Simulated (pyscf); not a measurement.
Substitution at Si: `[F][C]([F])([F])[SiH]1[O][SiH2][O][SiH2][O]1` + `[H]` [doublet] → `[F][C]([F])([F])[SiH]1[O][SiH2][O][SiH2][O]1` + `[H]` [doublet]

Gas phase, doublet surface, charge 0. Bonds broken: Si1–H7. Bonds formed: Si1–H8. Optimised with ωB97X-D3(BJ)/def2-SVP in PySCF.

Transition state (Å):

```xyz
16

Si     0.3842    -0.5105     1.5250
O     -0.3003     0.9872     1.4125
Si    -1.1806     1.6252     0.1378
O     -1.6108     0.3567    -0.8414
Si    -1.2980    -1.2763    -0.8373
O     -0.4009    -1.5922     0.5368
H     -0.2166    -1.1211     2.8715
H      1.2682    -0.5436     2.9050
H     -2.3950     2.2713     0.6876
H     -0.3377     2.5839    -0.6132
H     -2.5745    -2.0238    -0.7507
H     -0.5289    -1.6478    -2.0468
F      2.8717     0.5860     1.0202
C      2.0523    -0.3683     0.5515
F      2.7474    -1.5188     0.5207
F      1.7603    -0.0417    -0.7355
```

One imaginary mode, 403i cm⁻¹; descent along it reached the two sides named.

| bond | change | reactant side (Å) | saddle | product side |
|---|---|---|---|---|
| Si1–H7 | breaks | 1.473 | 1.596 | 3.7 |
| Si1–H8 | forms | 4.5 | 1.639 | 1.473 |

Electronic energies relative to the separated reactants (kcal/mol):

```csv
level,barrier,reaction energy,reverse barrier
ωB97X-D3(BJ)/def2-TZVP,12.6,0.0,12.6
PBE/def2-TZVP,7.3,0.0,7.3
r²SCAN/def2-TZVP,5.9,0.0,5.9
B3LYP-D3(BJ)/def2-TZVP,9.2,0.0,9.2
PBE0-D3(BJ)/def2-TZVP,9.3,0.0,9.3
M06-2X/def2-TZVP,13.6,0.0,13.6
ωB97M-D3(BJ)/def2-TZVP,12.5,0.0,12.5
HF/def2-TZVP,27.8,0.0,27.8
```

With ωB97M-D3(BJ)/def2-TZVP energies and thermal terms (ideal gas, 1 atm, RRHO with modes under 100 cm⁻¹ raised to 100, one conformer, R ln 2 for chiral ones without a mode under 150 cm⁻¹), in kcal/mol:

```csv
T (K),ΔH‡,ΔG‡,ΔH,ΔG
298,12.7,20.2,0.0,0.0
600,12.0,28.0,0.0,0.0
900,11.5,36.2,0.0,0.0
1200,11.2,44.4,0.0,0.0
```

Abstraction by the radical was not located in this set and often lies lower. One saddle was located; it need not be the lowest between these sides. The angle at the attacked Si is 59° (front-side attack).
